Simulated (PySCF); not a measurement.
# Atomic charges against the basis set

Carbon suboxide, C3O2.
Numbering: `[O:1]=[C:2]=[C:3]=[C:4]=[O:5]`

PBE0 throughout (PySCF), one geometry, spherical d and f functions. Isolated species at its PBE0-D3(BJ)/def2-SVP geometry, gas phase. Atoms taken as equivalent share a column and are averaged.

Mulliken charges (e):

| basis | functions | O1/O5 | C2/C4 | C3 |
| --- | --- | --- | --- | --- |
| STO-3G | 25 | -0.127 | +0.209 | -0.165 |
| 6-31G | 45 | -0.266 | +0.148 | +0.236 |
| 6-31G* | 70 | -0.302 | +0.166 | +0.272 |
| def2-SVP | 70 | -0.071 | +0.060 | +0.022 |
| pcSseg-1 | 85 | -0.256 | +0.385 | -0.256 |
| 6-311+G(2d,p) | 135 | -0.292 | -0.253 | +1.089 |
| def2-TZVP | 155 | -0.140 | +0.311 | -0.342 |

IAO charges (e):

```
        basis  functions   O1/O5   C2/C4      C3
       STO-3G         25  -0.113  +0.266  -0.305
        6-31G         45  -0.251  +0.428  -0.354
       6-31G*         70  -0.271  +0.473  -0.404
     def2-SVP         70  -0.261  +0.467  -0.412
     pcSseg-1         85  -0.270  +0.475  -0.410
6-311+G(2d,p)        135  -0.274  +0.479  -0.409
    def2-TZVP        155  -0.275  +0.481  -0.412
```

Hirshfeld charges (e):

```tsv
basis	functions	O1/O5	C2/C4	C3
STO-3G	25	-0.057	+0.152	-0.190
6-31G	45	-0.128	+0.207	-0.158
6-31G*	70	-0.130	+0.210	-0.160
def2-SVP	70	-0.125	+0.209	-0.167
pcSseg-1	85	-0.130	+0.209	-0.159
6-311+G(2d,p)	135	-0.134	+0.210	-0.152
def2-TZVP	155	-0.133	+0.211	-0.155
```

Question: Which scheme is steadiest as the basis changes?

Answer: Largest range over the bases for any column: Hirshfeld 0.08 e, IAO 0.21 e, Mulliken 1.43 e. Hirshfeld charges move least and Mulliken charges most, counted in e. Without the minimal STO-3G basis the ranges are Hirshfeld 0.02, IAO 0.06, Mulliken 1.43 e.

Question: How much do the charges still move between the two largest bases, 6-311+G(2d,p) and def2-TZVP?

Answer: At most, over all atoms: Mulliken 1.431 e, IAO 0.003 e, Hirshfeld 0.003 e.

Question: What do the same runs give for the total energy and the frontier levels?

Answer: 
| basis | energy (Eh) | HOMO (eV) | LUMO (eV) |
| --- | --- | --- | --- |
| STO-3G | -260.9197 | -5.30 | 1.26 |
| 6-31G | -264.3277 | -8.22 | -1.79 |
| 6-31G* | -264.4240 | -8.13 | -1.56 |
| def2-SVP | -264.2345 | -8.32 | -1.73 |
| pcSseg-1 | -264.4065 | -8.46 | -1.87 |
| 6-311+G(2d,p) | -264.5089 | -8.43 | -1.91 |
| def2-TZVP | -264.5358 | -8.39 | -1.84 |
